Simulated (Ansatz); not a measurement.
For fcc Au, LDA in Ansatz (plane waves, PAW) gives:

| Property | Result |
|---|---|
| lattice constant a | 4.047 Å |
| bulk modulus B0 | 194 GPa |
| cohesive energy | 4.33 eV/atom |
| elastic constant C11 | 216 GPa |
| elastic constant C44 | 40.9 GPa |
| Voigt–Reuss–Hill shear modulus | 28.1 GPa |

Problem. What does r²SCAN (PAW; Ansatz, a quantum-chemistry and plane-wave program) give for the same quantities?

Solution. 
- lattice constant a: 4.125 Å (increases by 1.9 %)
- bulk modulus: 154 GPa (decreases by 21 %)
- cohesive energy: 3.43 eV/atom (falls by 0.90 eV/atom)
- elastic constant C11: 172 GPa (drops by 20 %)
- elastic constant C44: 31.7 GPa (shrinks by 22 %)
- Voigt–Reuss–Hill shear modulus: 22.7 GPa (decreases by 19 %)

For comparison: lattice constant a 4.062 Å (measured, static lattice: zero-point anharmonic expansion removed; as tabulated in Mejia-Rodriguez and Trickey (2018), arXiv:1807.09216); bulk modulus 182 GPa (measured, 0 K value with the zero-point phonon effect removed, sources range from 175 to 182; as tabulated in Mejia-Rodriguez and Trickey (2018), arXiv:1807.09216); elastic constant C11 202 GPa (measured, 0 K, extrapolated to 0 K; zero-point effects included; as tabulated in Malica and Corso (2021), arXiv:2109.00459); elastic constant C44 45.4 GPa (measured, 0 K, extrapolated to 0 K; zero-point effects included; as tabulated in Malica and Corso (2021), arXiv:2109.00459).

Changes are worked out from the printed values.

Unless a cell is named, each level is at its own relaxed cell (LDA 16.58, r²SCAN 17.54 Å³/atom).

Levels without +SOC leave out spin–orbit coupling, which shifts energies and cells of such heavy elements.

Ansatz's density-functional and Hartree–Fock values are scalar-relativistic unless marked +SOC, with PAW data made under PBE.
